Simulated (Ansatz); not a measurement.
`CC1(C)C=C1F`, relaxed with RKS PBE0-D4/def2-TZVP in Ansatz from a PBE-D4/def2-SVP geometry. The force threshold is 0.005 eV/Å; the program also tests the step.

Total charge 0; spin multiplicity 1.

Start:

```xyz
13

C    -1.323    0.538   -0.354
C     0.083    0.020   -0.063
C     0.129   -1.012    1.060
C     1.305    0.986   -0.258
C     1.123    0.027   -1.123
F     1.544   -0.579   -2.223
H    -1.767    1.004    0.552
H    -2.000   -0.289   -0.659
H    -1.316    1.294   -1.163
H     1.162   -1.367    1.242
H    -0.503   -1.894    0.821
H    -0.261   -0.581    2.007
H     1.824    1.852    0.160
```

```tsv
step	energy (eV)	largest force (eV/Å)	largest move (Å)
1	-8007.5329	0.855	0.000
2	-8007.5957	0.202	0.024
3	-8007.6016	0.051	0.011
4	-8007.6017	0.015	0.002
5	-8007.6017	0.016	0.002
6	-8007.6017	0.008	0.002
7	-8007.6017	0.002	0.001
```

End:

```xyz
13

C    -1.312    0.534   -0.350
C     0.083    0.022   -0.061
C     0.126   -1.005    1.050
C     1.292    0.976   -0.255
C     1.110    0.034   -1.104
F     1.523   -0.571   -2.193
H    -1.745    0.997    0.543
H    -1.978   -0.283   -0.645
H    -1.303    1.274   -1.151
H     1.147   -1.346    1.232
H    -0.489   -1.876    0.806
H    -0.266   -0.583    1.981
H     1.812    1.828    0.147
```

It took 31 s on 4 threads of an Arm Neoverse V2 on a shared host, with 0.63 GiB of host memory at the peak.
